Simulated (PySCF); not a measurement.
These are B3LYP-D3(BJ)/def2-TZVP (PySCF) values and carry that method's errors. Gas-phase values, no solvent. One relaxed conformer stands for a flexible species; it need not be the lowest. B3LYP has the VWN-RPA correlation part, as in Gaussian. Delta-SCF ions had no search for a lower state. Excitations are Tamm–Dancoff values on a coarser integration grid. The basis has no diffuse functions, so Rydberg states are missing or too high.

Reference species (SMILES): `C=O` (neutral, multiplicity 1).

The vertical ionisation energy (Delta-SCF) is 10.87 eV and the S1–T1 gap (TDA) comes out as 0.69 eV. The S1 excitation (TDA) comes out as 4.04 eV and the HOMO–LUMO gap comes out as 6.02 eV.

Changed species: `O=CS` (O–C–S–H torsion 0°) (X = mercapto; the reference has X = H).

What does the change do to the vertical ionisation energy (Delta-SCF), S1–T1 gap (TDA), S1 excitation (TDA) and HOMO–LUMO gap?

the vertical ionisation energy (Delta-SCF) drops by 0.43 eV, to 10.44 eV; the S1–T1 gap (TDA) decreases by 0.13 eV, to 0.56 eV; the S1 excitation (TDA) increases by 0.60 eV, to 4.64 eV; the HOMO–LUMO gap goes up by 0.43 eV, to 6.45 eV.
